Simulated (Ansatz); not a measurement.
Interaction energy ladder

The pair of HF (SMILES F, atoms 1–2) and H$_{2}$O$_{2}$ (SMILES OO, atoms 3–6), both closed shells, in one local arrangement (a lower one may exist), relaxed at PBE0-D4/def2-TZVP:

F1  (-0.200, -0.410, -1.729)
H2  (0.216, 0.160, -1.106)
O3  (0.520, 0.575, 0.516)
O4  (-0.064, -0.581, 1.113)
H5  (-0.034, 1.281, 0.872)
H6  (-0.438, -1.024, 0.334)
(Å)

Ansatz 0.2.0; basis: def2-TZVPPD, with def2-QZVPPD for the basis limit; cores frozen in the correlated methods. B3LYP uses VWN-RPA correlation. Extrapolation: Hartree–Fock as exp(−7.88 √X), correlation as X^−2.97. Interaction energies count from these two fragments, frozen as in the pair, with the counterpoise correction; negative means bound.

Task: What is the interaction energy by CCSD(T) at an estimated basis limit (MP2 extrapolated from triple and quadruple zeta, plus CCSD(T) − MP2 in triple zeta)? (Judge from chemistry; the value comes from the calculation.)

Result: Computed: -7.72 kcal/mol. Hartree–Fock alone gives -5.22 kcal/mol at the basis limit. It counts from the two fragments frozen as in the pair.

The same quantity by other methods in triple zeta, and each one's difference from that estimate:
| method | E_int (kcal/mol) | difference |
| --- | --- | --- |
| PBE-D4 | -8.28 | -0.56 |
| revPBE-D4 | -6.67 | 1.06 |
| BLYP-D4 | -7.28 | 0.44 |
| r2SCAN-D4 | -8.93 | -1.21 |
| B97M-V | -8.13 | -0.41 |
| PBE0-D4 | -8.27 | -0.55 |
| B3LYP-D4 | -7.81 | -0.08 |
| HSE06-D4 | -8.23 | -0.51 |
| wB97X-V | -7.86 | -0.14 |
| wB97M-V | -7.90 | -0.18 |
| B2PLYP | -7.23 | 0.49 |
| HF | -5.17 | 2.55 |
| MP2 | -6.88 | 0.84 |
| CCSD | -6.48 | 1.24 |
| CCSD(T) | -6.91 | 0.81 |
Differences are method less estimate.

Task: Which atoms make the shortest contact between the fragments?

Result: H2 and O3, 1.70 Å apart.

Energy to bend the free fragments (PBE0-D4 minima) into their shapes in the pair, CCSD(T)/def2-TZVPPD: HF 0.35 kcal/mol; H$_{2}$O$_{2}$ 0.04 kcal/mol. This must be added to the interaction energy to get the binding energy from relaxed fragments.

Basis-set superposition shift (counterpoise-corrected less uncorrected): CCSD(T) 0.82; MP2 0.80; HF 0.07; PBE0-D4 0.07; wB97M-V 0.08 kcal/mol.

The T1 diagnostic stays at or below 0.013.

For scale, one of the runs: CCSD(T)/def2-TZVPPD, 171 basis functions (an equivalent command: `ansatz run in.yaml --threads 2`). The run took 39 s on 2 CPU threads (shared host), with 1.6 GiB of host memory at its peak.
